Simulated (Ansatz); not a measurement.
**B–BH–F⁺, quartet in cc-pVDZ: errors against UCCSDT(Q)**

Geometry: that of the B–BH–F, triplet, kept fixed. The doublet lies 3.2 eV lower here.

```yaml
atoms:
  - { symbol: B, position_ang: [0.0000, -0.2860, 1.6155] }
  - { symbol: B, position_ang: [0.0000, 0.4445, 0.1548] }
  - { symbol: F, position_ang: [0.0000, -0.1777, -1.0181] }
  - { symbol: H, position_ang: [0.0000, 1.6488, 0.2021] }
```

Basis cc-pVDZ; Ansatz 0.2.0. Only valence electrons are correlated (noble-gas cores frozen), which leaves 13 electrons in 44 orbitals. R marks a restricted (for open shells ROHF) determinant, U an unrestricted one.

Full CI isn't at hand for all of this; UCCSDT(Q) serves as the reference, and is uncertain by about the last step of the cluster series. The frozen core follows each run's orbitals, which can shift R against U totals by a few meV.

For open shells CISD is restricted-active-space CI with the open shells as a complete middle space.

The UHF ⟨S²⟩ is 3.775 and the T1 diagnostic (RCCSD) is 0.0415. The largest doubles amplitude (RCCSD) is 0.072. The T1 diagnostic (UCCSD) is 0.0373.

| level | E − E(UCCSDT(Q)) (kJ/mol) | share of correlation (%) | wall time |
| --- | --- | --- | --- |
| RHF | 853.7 | 0.00 | – |
| UHF | 832.6 | 2.48 | – |
| RMP2 | 84.3 | 90.12 | – |
| UMP2 | 87.1 | 89.79 | – |
| CISD | 91.6 | 89.27 | 59 s |
| RCCSD | 30.5 | 96.43 | – |
| UCCSD | 30.0 | 96.48 | – |
| RCCSD(T) | 5.8 | 99.33 | 33 s |
| UCCSD(T) | 5.9 | 99.31 | 28 s |
| BCCD(T) | 5.4 | 99.37 | 34 s |
| RCCSDT | 2.3 | 99.74 | – |
| UCCSDT | 2.2 | 99.74 | – |
| RCCSDT(Q) | 1.0 | 99.89 | 3.4 min |

The correlation energy at UCCSDT(Q), counted from RHF, is -8.848 eV. That run took 3 min on 1 thread of Intel Xeon, shared host.

Times hold each run's SCF and search for its determinant on a shared host, so for small cases they say little of a method's own cost; they ran on 1 thread of Intel Xeon.
